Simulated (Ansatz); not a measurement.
Start from `OC(=S)S` and change one atom or group to get `C=CC(O)=S`.

Ansatz, PBE0-D4/def2-TZVP geometries, multiplicity 1. Each molecule was computed in one conformer, which needn't be the lowest.

```json
{"property": "ideal-gas entropy at 298 K and 1 bar (rigid rotor, harmonic PBE0-D4/def2-TZVP) / J/(mol·K)", "`OC(=S)S`": "296"}
{"property": "size of the dipole moment (B3LYP/def2-TZVPP) / D", "`OC(=S)S`": "2.37"}
{"property": "HOMO energy (ωB97M-V/def2-TZVPP) / eV", "`OC(=S)S`": "-9.20"}
{"property": "size of the dipole moment (PBE/def2-TZVPP) / D", "`OC(=S)S`": "2.39"}
{"property": "HOMO–LUMO gap (ωB97M-V/def2-TZVPP) / eV", "`OC(=S)S`": "9.74"}
{"property": "HOMO energy (PBE0/def2-TZVPP) / eV", "`OC(=S)S`": "-7.03"}
```

Give the same properties after the change, and the shifts. (Best estimate.)

The calculation gave: 
| property | `C=CC(O)=S` | shift |
| --- | --- | --- |
| ideal-gas entropy at 298 K and 1 bar (rigid rotor, harmonic PBE0-D4/def2-TZVP) / J/(mol·K) | 310 | 14 |
| size of the dipole moment (B3LYP/def2-TZVPP) / D | 1.76 | -0.61 |
| HOMO energy (ωB97M-V/def2-TZVPP) / eV | -9.01 | 0.19 |
| size of the dipole moment (PBE/def2-TZVPP) / D | 1.74 | -0.65 |
| HOMO–LUMO gap (ωB97M-V/def2-TZVPP) / eV | 8.81 | -0.93 |
| HOMO energy (PBE0/def2-TZVPP) / eV | -6.81 | 0.22 |

With PBE0 the HOMO rises by 0.22 eV and the LUMO falls by 0.70 eV, so the gap narrows by about 0.92 eV. PBE moves the HOMO by 0.22 eV and ωB97M-V by 0.19 eV. The zero-point energy changes by 88.7 kJ/mol with +9 modes. Dipoles are sizes alone; their direction can turn.

B3LYP here is the variant with VWN-RPA as its local correlation; programs differ in this.
